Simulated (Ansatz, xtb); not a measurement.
C5H7: where a starting geometry ends

The starting geometry of this gas-phase doublet was built from a drawn formula by distance geometry and a force field; its bonds are those of `[CH]1C=CCC1`.

```yaml
atoms:
  - { symbol: C, position_ang: [-0.9735, -0.6533, 0.9013] }
  - { symbol: C, position_ang: [-0.3098, 0.2873, 1.6875] }
  - { symbol: C, position_ang: [0.5342, 1.4922, 1.3149] }
  - { symbol: C, position_ang: [-0.5703, 1.9433, 0.4246] }
  - { symbol: C, position_ang: [-0.7414, 0.4868, 0.0128] }
  - { symbol: H, position_ang: [-0.6955, -1.6103, 0.6814] }
  - { symbol: H, position_ang: [-0.8643, 0.6201, 2.4787] }
  - { symbol: H, position_ang: [1.5131, 1.2640, 0.7567] }
  - { symbol: H, position_ang: [0.7858, 2.1759, 2.1044] }
  - { symbol: H, position_ang: [-1.4140, 2.4245, 0.9098] }
  - { symbol: H, position_ang: [-0.2943, 2.5712, -0.4631] }
  - { symbol: H, position_ang: [-0.1302, 0.2298, -0.7439] }
```

Problem. Predict what becomes of its bonds when it is optimised with r2SCAN-D4/def2-SVP.

Solution. It keeps its bonds, and is `[CH]1C=CCC1`.

The energy falls by 6.03 eV over 17 steps:

| step | E − E(last) (eV) |
| --- | --- |
| 1 | 6.034 |
| 3 | 2.889 |
| 5 | 1.579 |
| 6 | 1.137 |
| 8 | 0.558 |
| 10 | 0.207 |
| 12 | 0.030 |
| 13 | 0.006 |
| 15 | 0.000 |
| 17 | 0.000 |

Final geometry (Å):

| atom | x (Å) | y (Å) | z (Å) |
| --- | --- | --- | --- |
| C | -0.7180 | -0.3989 | 0.8404 |
| C | -0.0478 | 0.2086 | 1.9009 |
| C | 0.2905 | 1.6326 | 1.5549 |
| C | -0.2774 | 1.8242 | 0.1207 |
| C | -0.8789 | 0.4891 | -0.2219 |
| H | -1.0705 | -1.4341 | 0.8416 |
| H | 0.2056 | -0.2658 | 2.8515 |
| H | 1.3812 | 1.8140 | 1.5964 |
| H | -0.1519 | 2.3452 | 2.2761 |
| H | -1.0308 | 2.6334 | 0.0778 |
| H | 0.5075 | 2.1172 | -0.6016 |
| H | -1.3697 | 0.2658 | -1.1718 |

From the same start GFN2-xTB reaches the same bonding as this run.

The end wasn't checked by frequencies. Open shells are spin-unrestricted. Run with Ansatz 0.2.0, 2.9 min on 2 threads of AMD EPYC 7R43 64-Core Processor (Zen 3) (shared host).
